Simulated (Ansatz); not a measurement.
Results of PBE-D3(BJ)+SOC (Ansatz, a first-principles code, plane waves, PAW) for 1T (CdI2-type) SnSe2.

Settings: plane-wave cutoff 520 eV, 12×12×6 k mesh (along the axes of the cell as run), PAW data made under PBE.

Computed at the level's own relaxed cell.

```
CELL_PARAMETERS angstrom
      3.84070     0.00000     0.00000
     -1.92035     3.32614     0.00000
      0.00000     0.00000     6.00794
ATOMIC_POSITIONS crystal
  Sn 0.00000 0.00000 0.00000
  Se 0.33333 0.66667 0.26525
  Se 0.66667 0.33333 0.73475
```

Question: Give the elastic tensor (Voigt notation, GPa, ions relaxed, in the Cartesian axes of the cell as printed).

Answer: 
```
  102.1    28.0    17.8    -2.0     0.0     0.0
   28.0   102.1    17.8     2.0     0.0     0.0
   17.8    17.8    31.1     0.0     0.0     0.0
   -2.0     2.0     0.0    10.7     0.0     0.0
    0.0     0.0     0.0     0.0    10.7    -2.0
    0.0     0.0     0.0     0.0    -2.0    37.1
```

Static lattice: no zero-point or thermal effects.
